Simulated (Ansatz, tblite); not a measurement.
**The cluster ZrSe2+: one state, many levels**

How do method and basis change the picture of the cluster ZrSe2+ (doublet)?

Method: as each input shows; program: Ansatz 0.2.0, Gaussian basis.

The runs, in order: GFN1-xTB, GFN2-xTB, PBE-D4/def2-TZVP, r2SCAN-D4/def2-TZVP, LDA/def2-TZVP, ωB97X-V/def2-TZVP, HF/def2-TZVP, B3LYP-D4/def2-TZVP, B97M-V/def2-TZVP, PBE-D4/def2-SVP, PBE0-D4/def2-SVP, CCSD(T)/def2-TZVP, RPA/def2-TZVP.

## Step 1: The geometry

The doublet was relaxed beforehand with PBE0-D4/def2-TZVP. At that level it is the lowest of the isomers that a small search found.

3 atoms, charge 1, spin multiplicity 2.

Bond lengths: Zr1–Se2 2.434 Å, Zr1–Se3 2.433 Å, Se2–Se3 2.380 Å. Angles: Se2–Zr1–Se3 58.5°, Zr1–Se2–Se3 60.7°, Zr1–Se3–Se2 60.7°.

Coordinates:

```xyz
3
charge 1, multiplicity 2
Zr    0.92958   -0.75161    0.75747
Se   -0.54508    1.16773    0.50560
Se   -0.38449   -0.41611   -1.26307
```

Zr takes a core potential in the def2 sets. No spin-orbit coupling is included. The ion is computed in the gas phase, without counter-ions or solvent.

PBE0-D4/def2-TZVP was run before; its log isn't repeated, and its numbers join the tables.

## Step 2: GFN1-xTB

Tight binding, by tblite at 300 K electronic temperature and without a spin-polarisation term:

```python
tblite.interface.Calculator('GFN1-xTB', numbers, positions, charge=1, uhf=1).singlepoint()
```

Energy -205.7517 eV; 0.003 s.

## Step 3: GFN2-xTB

Tight binding, by tblite at 300 K electronic temperature and without a spin-polarisation term:

```python
tblite.interface.Calculator('GFN2-xTB', numbers, positions, charge=1, uhf=1).singlepoint()
```

Energy -202.6982 eV; 0.002 s.

## Step 4: PBE-D4/def2-TZVP

start.molden holds the orbitals of an earlier run on this state, given as this run's starting guess.

Contents of in.yaml:

```yaml
crystal:
  periodic: [false, false, false]
  atoms:
    - {symbol: Zr, position_ang: [0.929577, -0.751613, 0.757465]}
    - {symbol: Se, position_ang: [-0.545083, 1.167729, 0.505604]}
    - {symbol: Se, position_ang: [-0.384494, -0.416106, -1.263069]}
basis:
  gaussian: {orbitals: def2-TZVP, initial_orbitals: start.molden}
total_charge: 1
magnetization: {spin_polarized: true, initial_magnetization: 1}
hamiltonian: {xc: pbe, dispersion: d4}
scf: {omitted_lower_state_checks: [starts]}
output: {orbitals: {seedname: orbitals}}
```

Launch:

```sh
$ ansatz run in.yaml --threads 4 --pin off --events-out ev --progress --plain --max-ram 3916MiB
```

Further steps of the session: r2SCAN-D4/def2-TZVP; LDA/def2-TZVP; ωB97X-V/def2-TZVP; HF/def2-TZVP; B3LYP-D4/def2-TZVP; B97M-V/def2-TZVP; PBE-D4/def2-SVP; PBE0-D4/def2-SVP; CCSD(T)/def2-TZVP; RPA/def2-TZVP.

**Question.** What will the summary of the whole plan be? Wanted: gap in def2-TZVP, named functionals and Hartree-Fock, smallest and largest; correlation energy, CCSD(T)/def2-TZVP; ⟨S²⟩ in def2-TZVP, named functionals and Hartree-Fock, smallest and largest; PBE0 total energy, smallest basis above largest.

As calculated:

| quantity | value |
| --- | --- |
| gap in def2-TZVP, named functionals and Hartree-Fock, smallest and largest | 0.41 eV (LDA), 7.63 eV (HF) |
| correlation energy, CCSD(T)/def2-TZVP | -22.47 eV |
| ⟨S²⟩ in def2-TZVP, named functionals and Hartree-Fock, smallest and largest | 0.759, 0.792 |
| PBE0 total energy, smallest basis above largest | 16.41 eV (def2-SVP, def2-TZVP) |

**Reading.** Orbital gaps of the named functionals and Hartree-Fock in def2-TZVP span 0.41 eV (LDA) to 7.63 eV (HF); exact exchange widens it. Over the named functionals and Hartree-Fock in def2-TZVP spin contamination reaches 0.04 (r2SCAN-D4), which is small.
